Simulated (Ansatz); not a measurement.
**Titanium, hcp under LDA: how the Gaussian smearing moves the result**

A convergence test of the Gaussian smearing width. The geometry was relaxed under LDA beforehand and stays fixed; 7 values are run, from 0.01 to 1.0 eV. Wanted are the values from which on the energy stays within 10 and 1 meV/atom, and the pressure within 0.5 GPa, of the narrowest run. Within the series other settings stay, but some runs also write fields, which adds to their time. Spin polarisation is left out.

Program: Ansatz 0.2.0. Level of theory: DFT LDA, plane waves with PAW, scalar-relativistic. These are calculated values, not measurements.

## 1. The starting structure

Symmetry: P6_3/mmc, No. 194, hexagonal system. The conventional cell has a = 2.864 Å, b = 2.864 Å, c = 4.540 Å, α = 90.00°, β = 90.00°, γ = 120.00°. Ti (site symmetry -6m2) has 12 Ti at 2.81 to 2.86 Å as nearest neighbours.

Coordinates:

```xyz
2
Lattice="2.8639 0.0000 0.0000 -1.4319 2.4802 0.0000 0.0000 0.0000 4.5400" Properties=species:S:1:pos:R:3 pbc="T T T"
Ti    0.0000    1.6535    1.1350
Ti    1.4319    0.8267    3.4050
```

## 2. Run at 0.01 eV

The run at 0.01 eV.

input.yaml reads:

```yaml
crystal:
  lattice:
    - [2.8638698861, 0.0, 0.0]
    - [-1.431934943, 2.4801840745, 0.0]
    - [0.0, 0.0, 4.5399943151]
  atoms:
    - { symbol: Ti, position: [0.3333333333, 0.6666666667, 0.25] }
    - { symbol: Ti, position: [0.6666666667, 0.3333333333, 0.75] }
hamiltonian:
  xc: lda
  pseudopotentials:
    kind: paw
    azcp:
      Ti: "pseudopotentials/Ti.paw.azcp"
basis:
  ecutwfc: 420
  fft_grid_basis: typed
kpoints:
  mp_grid: { grid: [13, 13, 7], shift: [0, 0, 0] }
magnetization:
  spin_polarized: false
scf:
  occupations: { method: gaussian, width: 0.01 }
  lower_state_search: "off"
output:
  stress: true
```

Launch:

```console
$ ansatz run input.yaml --threads 2 --pin off --max-ram 5120MiB --backend cpu --events-out ev --progress --plain --runs-dir out
```

## 3. Run at 0.03 eV

The run at 0.03 eV.

input.yaml: that of step 2 with these lines changed.

```diff
@@ -22,3 +22,3 @@
 scf:
-  occupations: { method: gaussian, width: 0.01 }
+  occupations: { method: gaussian, width: 0.03 }
   lower_state_search: "off"
@@ -26 +26,5 @@
   stress: true
+  write_density: true
+  write_potential: true
+  elf: true
+  volumetric_format: npy
```

## 4. Run at 0.1 eV

The run at 0.1 eV.

input.yaml: that of step 3 with these lines changed.

```diff
@@ -22,3 +22,3 @@
 scf:
-  occupations: { method: gaussian, width: 0.03 }
+  occupations: { method: gaussian, width: 0.1 }
   lower_state_search: "off"
@@ -26,5 +26 @@
   stress: true
-  write_density: true
-  write_potential: true
-  elf: true
-  volumetric_format: npy
```

## 5. Run at 0.2 eV

The run at 0.2 eV.

input.yaml: that of step 4 with these lines changed.

```diff
@@ -22,3 +22,3 @@
 scf:
-  occupations: { method: gaussian, width: 0.1 }
+  occupations: { method: gaussian, width: 0.2 }
   lower_state_search: "off"
@@ -26 +26,5 @@
   stress: true
+  write_density: true
+  write_potential: true
+  elf: true
+  volumetric_format: npy
```

## 6. Run at 0.3 eV

The run at 0.3 eV.

input.yaml: that of step 5 with these lines changed.

```diff
@@ -22,3 +22,3 @@
 scf:
-  occupations: { method: gaussian, width: 0.2 }
+  occupations: { method: gaussian, width: 0.3 }
   lower_state_search: "off"
```

## 7. Run at 0.6 eV

The run at 0.6 eV.

input.yaml: that of step 6 with these lines changed.

```diff
@@ -22,3 +22,3 @@
 scf:
-  occupations: { method: gaussian, width: 0.3 }
+  occupations: { method: gaussian, width: 0.6 }
   lower_state_search: "off"
```

## 8. Run at 1.0 eV

The run at 1.0 eV.

input.yaml: that of step 7 with these lines changed.

```diff
@@ -22,3 +22,3 @@
 scf:
-  occupations: { method: gaussian, width: 0.6 }
+  occupations: { method: gaussian, width: 1.0 }
   lower_state_search: "off"
```

(Steps that only read results are left out.)

What does the calculation give?

As calculated:

| quantity | value |
| --- | --- |
| E(σ → 0) stays within 10 meV/atom of 0.01 eV | up to 0.3 eV |
| E(σ → 0) stays within 1 meV/atom | up to 0.3 eV |
| pressure stays within 0.5 GPa | up to 0.3 eV |
| pressure at 0.01 eV | -0.23 GPa |
| energy of a separate run on a finer mesh (21×21×12) | -0.4 meV/atom from 0.01 eV |

What this shows: At 1.0 eV the energy differs by +29.0 meV/atom and the pressure by +3.9 GPa. The free energy F moves by -332.2 meV/atom over the range, and the estimate for σ → 0 by +29.0. In theory F falls as the square of the width under this scheme, but here the ratio is not steady: the mesh at narrow widths, or a density of states that varies over the wide ones, can both cause that. The mesh (13×13×7) is fixed, so the narrowest widths carry a k-point error of their own. A run on a finer mesh agrees with the yardstick to 1 meV/atom. The cell taken over is 9 % smaller than the measured one (17.66 Å³/atom, COD), which weighs on all values here.
